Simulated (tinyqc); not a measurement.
The basis set: RHF and MP2 along a ladder of basis sets, for HF, spin multiplicity 1. Computed by the program tinyqc with PySCF. 

Geometry (angstrom):
```
atom       x       y       z
F     0.0000  0.0000  0.0000
H     0.0000  0.0000  0.8560
```

Same geometry throughout; the dipole is taken about the origin.

RHF and frozen-core MP2 in a ladder of bases:
```
basis        functions  E(RHF) (hartree)  E(MP2 corr) (hartree)  HOMO (eV)  LUMO (eV)  dipole (debye)
sto-3g               6         -98.55718               -0.01480    -12.702     18.917           1.349
3-21g               11         -99.45165               -0.11800    -16.435      7.899           2.093
6-31g               11         -99.97797               -0.12437    -17.323      6.158           2.210
6-31g**             19        -100.00742               -0.17916    -17.232      6.454           1.870
cc-pvdz             19        -100.01675               -0.19895    -17.288      5.330           1.828
aug-cc-pvdz         32        -100.03100               -0.21871    -17.883      1.018           1.815
cc-pvtz             44        -100.05593               -0.26880    -17.682      4.135           1.825
```

From cc-pVDZ to cc-pVTZ the RHF energy falls by 39.2 mhartree and the correlation energy by 69.8. If valence correlation converges as X^-3, (27 E(T) - 8 E(D))/19 gives -0.2982 hartree, a rough estimate from such small X that usually falls short; STO-3G holds about 5 % of it. Beyond STO-3G the LUMO moves by 6.9 eV and the HOMO by 1.4 eV; diffuse functions lower the positive LUMO sharply, since an unbound virtual level tracks the most diffuse function.
